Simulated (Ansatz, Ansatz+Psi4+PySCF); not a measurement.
```xyz
4

C     0.0000    0.0000    0.6081
C     0.0000    0.0000   -0.6081
H     0.0000    0.0000   -1.6240
H     0.0000    0.0000    1.6240
```

Basis set: cc-pVTZ (spherical functions). Frozen core: 2 orbitals. Charge 0, multiplicity 1.

Computed with Ansatz (development build ahead of 0.2.0); each method stands on the lowest determinant of its kind that the runs found. Restricted open shells among the atoms or ions are ROHF, correlated in semicanonical orbitals with singles.

The atomization energy at this shape (free ground-state atoms in the same class of orbitals less the molecule, no zero-point energy) of singlet C₂H₂:

| method | atomization energy |
| --- | --- |
| RHF-CCSD(T) | 1635.3 kJ/mol |
| RHF-MP2 | 1678.8 kJ/mol |

(1) What does RHF give?

Answers

(1) 1239.9 kJ/mol.
